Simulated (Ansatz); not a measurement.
A series at Si: from `F[SiH](F)F`, ligands are replaced one by one, each step taking up H₂ and setting free H–F; n counts the steps. Ansatz, PBE0-D4/def2-TZVP geometries.

| n | molecule | vertical ionisation energy, CCSD(T)/def2-TZVPP (eV) |
| --- | --- | --- |
| 0 | `F[SiH](F)F` | 14.48 |
| 1 | `F[SiH2]F` | 13.01 |
| 2 | `F[SiH3]` | 12.81 |
| 3 | SiH₄ | ? |

Task: By hand: fit a straight line y = ȳ + b (n − n̄) to the 3 given rows and predict n = 3.

Result: n̄ = 1.000, ȳ = 13.433; Σ(n − n̄)(y − ȳ) = -1.670, Σ(n − n̄)² = 2.000, so b = -0.835 eV a step. Prediction: 13.433 + (-0.835) × (2.000) = 11.76 eV.

Task: By hand: compare with the computed value, 12.78 eV, and give the steps along the whole series.

Result: The line misses by 1.02 eV (computed minus predicted). Steps: -1.47, -0.20, -0.03 eV.

One step carries most of the change, so a line is a poor guide. The highest orbital can change its character along such a series. The miss is 60.0 % of the series' range.
